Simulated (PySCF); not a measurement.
## Choosing a basis for TDDFT

Species: HOCN.
Geometry (PBE0-D3(BJ)/def2-SVP, Å), atoms numbered from 1 in this order:
```xyz
4
CHNO angstrom
N      0.3748   -1.5749   -0.1474
C      0.1468   -0.4405   -0.0674
O     -0.0884    0.8184    0.0824
H     -0.4332    1.1970   -0.7394
```

TDDFT with PBE0 (PySCF), vertical singlets, core orbitals frozen in the response, spherical d and f functions. Geometry: PBE0-D3(BJ)/def2-SVP; no solvent, vibrations or thermal averaging.

**Question.** How do the low singlets change with the basis? Take 6-31G*, def2-SVP, 6-31+G*, def2-SVPD, aug-cc-pVDZ, def2-TZVP, def2-TZVPD and aug-cc-pVTZ.

**Answer.** 

```tsv
basis	functions	diffuse	S1 (eV)	S2 (eV)	S3 (eV)	S4 (eV)	S5 (eV)	LUMO (eV)	α (au)
6-31G*	44	no	7.44	8.01	8.36	8.75	9.08	0.62	15.8
def2-SVP	47	no	7.35	7.85	8.13	8.67	9.09	0.21	15.9
6-31+G*	56	yes	6.69	7.40	7.65	8.53	8.65	-0.84	19.1
def2-SVPD	71	yes	6.89	7.57	7.67	8.53	8.71	-0.68	21.4
aug-cc-pVDZ	78	yes	6.60	7.29	7.64	8.49	8.57	-1.02	21.9
def2-TZVP	99	no	6.98	7.69	7.71	8.54	8.98	-0.40	19.6
def2-TZVPD	123	yes	6.66	7.34	7.64	8.48	8.61	-0.90	22.2
aug-cc-pVTZ	161	yes	6.61	7.28	7.63	8.46	8.56	-1.02	22.3
```

States are compared by their number. Against the largest diffuse basis here (aug-cc-pVTZ, itself not a converged limit), sets without diffuse functions differ by up to 0.83 eV in S1 and 0.53 eV in S5; the smaller diffuse sets differ by up to 0.28 and 0.15 eV. State by state, the largest deviation of a set without diffuse functions is S1 0.83, S2 0.73, S3 0.73, S4 0.29, S5 0.53 eV. The same number needn't mean the same state in each row. Against aug-cc-pVTZ the polarisability deviates by -29% in 6-31G*, -29% in def2-SVP, -14% in 6-31+G*, -4% in def2-SVPD, -2% in aug-cc-pVDZ, -12% in def2-TZVP, -1% in def2-TZVPD. A single + in a Pople set puts diffuse functions on heavy atoms only.
